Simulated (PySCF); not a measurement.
Species: hydroxy acetaldehyde, C₂H₄O₂.
SMILES with atom numbers: `[O:1]=[CH:2][CH2:3][OH:4]` (hydrogens: H5 on C2; H6, H7 on C3; H8 on O4)

Method: PBE0-D3(BJ)/def2-TZVP geometry optimisation, gas phase in PySCF 2.14.0; density fitting, grid level 2; the optimiser is geomeTRIC in internal coordinates, started from a GFN2-xTB structure with every atom displaced at random (about 0.01 Å).

Step 0: E = -6228.3313 eV
```
atom  x, y, z in Å  |  force x, y, z in eV/Å
O1      1.0971    1.0657    0.8347   -0.041   1.372   0.844
C2      0.9505    0.0807    0.1961   -0.035  -1.724  -1.118
C3     -0.3900   -0.3760   -0.3367    0.916  -0.195   0.775
O4     -1.3714    0.4918    0.0239   -1.211   0.745   0.178
H5      1.8054   -0.5811   -0.0526    0.061  -0.022   0.000
H6     -0.3060   -0.4710   -1.4180    0.060  -0.155  -0.384
H7     -0.5710   -1.3862    0.0878    0.094   0.148  -0.233
H8     -0.9838    1.2243    0.5255    0.156  -0.170  -0.061
```

Step 1: E = -6228.3484 eV
```
atom  x, y, z in Å  |  force x, y, z in eV/Å
O1      1.1183    1.1437    0.7094   -0.098  -0.588  -0.024
C2      0.9588    0.0491    0.2201    0.004   0.696  -0.195
C3     -0.3792   -0.3840   -0.2962   -0.152   0.254  -0.214
O4     -1.4097    0.4384    0.1516    0.061  -0.180  -0.159
H5      1.8077   -0.6366    0.0528    0.061  -0.082   0.047
H6     -0.3035   -0.3873   -1.4065    0.102   0.090   0.194
H7     -0.5771   -1.4193   -0.0380   -0.046  -0.337   0.272
H8     -0.9843    1.2443    0.4673    0.069   0.146   0.080
```

**Question.** Estimate the geometry and energy of step 2. (The exact step hangs on the optimiser's Hessian estimate; all steps are aligned on step 1, rigid shifts and turns removed.)

**Answer.** E = -6228.3644 eV, largest force 0.389 eV/Å
```
atom  x, y, z in Å  |  force x, y, z in eV/Å
O1      1.1148    1.1192    0.7513   -0.101  -0.099  -0.139
C2      0.9563    0.0642    0.1921    0.096  -0.032   0.375
C3     -0.3829   -0.3842   -0.2995   -0.073   0.144  -0.172
O4     -1.4090    0.4419    0.1430    0.035  -0.014  -0.090
H5      1.8030   -0.6309    0.0338    0.032   0.018  -0.147
H6     -0.3019   -0.3895   -1.4039   -0.031  -0.050   0.018
H7     -0.5669   -1.4264   -0.0084    0.046   0.054   0.090
H8     -0.9825    1.2539    0.4523   -0.003  -0.020   0.064
```

The energy changes by -0.0160 eV. The first-order estimate −F·Δx gives -0.0409 eV and the mean of the old and new forces, exact on a quadratic surface, -0.0163 eV. The step makes an angle of 61° with the force vector and moves no atom by more than 0.049 Å.

The cost below is that of the whole optimisation. Hardware: one thread of an Arm Neoverse V2, on a shared host. Cost: 59 s of wall time, 0.59 GiB resident at most.
